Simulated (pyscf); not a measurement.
Single points on ωB97X-D3(BJ)/def2-SVP structures (PySCF, gas phase).

### Question
HO–P(OH)–SiH₃ (SMILES OP(O)[SiH3]) + H₂ (SMILES [H][H]) -> HO–PH–OH (SMILES OPO) + SiH₄ (SMILES [SiH4])
Surface: singlet. Broken: P–Si, H–H. Formed: H–P, H–Si. Give ΔE‡ and ΔE from ωB97M-D3(BJ)/def2-TZVP, relative to the separated reactants.

### Answer
ΔE‡ = 40.9 kcal/mol, ΔE = -6.8 kcal/mol. Zero-point energy shifts the barrier by +1.9 kcal/mol. It is a four-centre exchange, with an imaginary mode of 1253i cm⁻¹. HO–P(OH)–SiH₃ lies 40.9 kcal/mol over its isomer HO–SiH₂–O–PH₂ (electronic energy, ωB97M-D3(BJ)/def2-TZVP). This is the saddle that the search found; another between the same sides may lie lower.
